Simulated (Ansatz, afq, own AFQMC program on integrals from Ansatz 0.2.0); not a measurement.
Two steps: Ansatz 0.2.0 writes the Fock matrix and Cholesky factors of the valence space, and afq projects on them the lowest state that overlaps trial and start.

```yaml
crystal:
  periodic: [false, false, false]
  atoms:
    - {symbol: Cl, position_ang: [0.000000, 0.000000, -1.281333]}
    - {symbol: H, position_ang: [0.000000, 0.000000, 0.113667]}
    - {symbol: F, position_ang: [0.000000, 0.000000, 1.167667]}
basis:
  gaussian: {orbitals: cc-pVTZ}
magnetization: {spin_polarized: true, initial_magnetization: 1}
correlation: {method: ccsd_t, electrons: outside_noble_gas, hamiltonian_folder: ham}
```

```sh
$ ansatz run in.yaml --threads 1 --pin off --events-out ev --progress --plain --max-ram 24576MiB --backend cuda --devices 0, --max-vram 18GiB
```

Options of the walk:

```
--method phaseless --trial cisd --walkers 2500 --populations 20 --least-time 60 --time-step 0.005 --steps-per-block 50 --equilibration-blocks 28 --max-blocks 4000 --target-error 0.00023 --factor-cut 1e-05 --start spin_pure --seed 1315 --release-times 0.24,0.51,0.99,1.5 --release-step 0.03 --release-every 4 --taylor-order 6
```

Times are imaginary, in 1/Eh. The walk had a cap of 244 s. With eight or more populations the least sampling time is a fifth of least-time, and the error comes from their spread.

afq prints:

```
orbitals 72  electrons 8 7  factors 460 of 469
reference energy -559.47121537 Eh
CCSD correlation -0.47268042 Eh in 11 cycles, weight of the determinant in the CISD state 0.8761
energy of the start -559.940129 Eh
 block  time / (1/Eh)  mean weight  energy / Eh
     1     0.250  0.9996  -559.939487
     2     0.500  0.9995  -559.947260
     3     0.750  0.9999  -559.951581
     4     1.000  0.9994  -559.953337
     5     1.250  0.9999  -559.956531
    10     2.500  0.9996  -559.959864
    15     3.750  0.9994  -559.961667
    20     5.000  0.9999  -559.958162
    25     6.250  0.9991  -559.959150
    30     7.500  0.9992  -559.959746
    35     8.750  0.9996  -559.959847
    40    10.000  0.9998  -559.959844
    45    11.250  1.0007  -559.958329
    50    12.500  0.9996  -559.957952
    54    13.500  0.9994  -559.956765
    55    13.750  1.0010  -559.960094
    60    15.000  1.0003  -559.958057
    65    16.250  1.0003  -559.959373
    68    17.000  0.9999  -559.961132
    70    17.500  0.9999  -559.957603
    75    18.750  1.0004  -559.959081
    78    19.500  0.9996  -559.960251
error from the spread of 20 populations
released: time / (1/Eh)  energy / Eh  error  mean overlap
  0.24  -559.959742  0.000220  0.9930
  0.51  -559.960548  0.000184  0.9836
  0.99  -559.960046  0.000344  0.9783
  1.50  -559.960311  0.000542  0.9692
energy -559.959152 +/- 0.000183 Eh
(rows thinned)
```

The run passed its tests (sampling time, drift between the halves within three errors, error under three times the target), which doesn't prove that it has relaxed.

Against this walk (error 5.0 meV) on the same determinant: CCSD(T) 0.3 meV higher (within the noise), CCSDT(Q) 41.5 meV lower. The error is statistical and leaves out the bias of the constraint. Released to 0.99 1/Eh the energy lies 24 ± 11 meV (both errors) below the phaseless value, which shows part or all of the bias of the constraint, and CCSDT(Q) lies 17.2 meV below the released value. CCSDT(Q) is the surest value here, so the walk's 42 meV above it is most likely the bias of the constraint with this trial, which can have either sign.

Cautions: constraint bias not in the error; the search met a lower determinant of the same kind, perhaps of another symmetry (15 meV lower).

The walk took 2.2 min on 1 × NVIDIA H100 80GB HBM3 with 2 threads of AMD EPYC 7R13 Processor (Zen 3), with other jobs on the host (the card was shared). The log's last line is the phaseless energy.

CCSDT and higher add their correlation energy to the determinant of the CCSD(T) run, since their own runs factorise the integrals more tightly (a shift of under 2 meV). A walk keeps the symmetry of its determinant, which the program's search chose and which needn't be the lowest solution, so a lower state of the same spin and another symmetry isn't excluded.
